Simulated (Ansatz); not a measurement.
Born–Oppenheimer molecular dynamics of C₂H₂N₂O (7 atoms, charge 0, multiplicity 1). It starts from a relaxed structure.

Computed with UKS B3LYP-D4/STO-3G (Ansatz 0.2.0).

```
ensemble             : NVT, Nosé–Hoover chain
time step            : 0.5 fs
steps asked          : 355
set temperature      : 300 K
thermostat           : time constant 50 fs, chain length 3
temperature schedule : 88 steps to 300 K, then 266 steps to 10 K
seed                 : 646634
```

First frame:

```xyz
7
Properties=species:S:1:pos:R:3
N -1.171 1.063 -1.007
C -0.356 0.330 -0.319
N -0.186 -1.091 0.294
C 0.995 -0.581 0.710
O 0.975 0.767 0.201
H -2.027 0.448 -1.218
H 1.832 -1.004 1.294
```

**Question.** How far do the bonds stretch over the last three quarters of this one trajectory? (Pairs bonded in most of those frames.)

**Answer.** 
```csv
bond,mean (Å),spread (Å),shortest,longest
N1–C2,1.297,0.022,1.26,1.34
N1–H6,1.080,0.031,1.02,1.13
C2–N3,1.557,0.024,1.51,1.62
C2–O5,1.497,0.034,1.43,1.56
N3–C4,1.353,0.013,1.32,1.38
C4–O5,1.443,0.022,1.40,1.48
C4–H7,1.105,0.008,1.09,1.12
```

Mean temperature of the second half: 220 K. The conserved energy stayed within 0.3 meV per atom of its start (net change 0.043 meV per atom), so the integration is sound. The schedule's set-point averaged 105 K over the second half and the system 220 K, so it lags behind the ramp. A run of 0.18 ps of so small a system gives no equilibrium averages. Limits of this set-up: minimal basis.

Run time: 14 min on 1 thread of Intel(R) Xeon(R) Platinum 8259CL CPU @ 2.50GHz (Skylake/Cascade Lake), with other jobs on the host, peak memory 0.14 GiB.
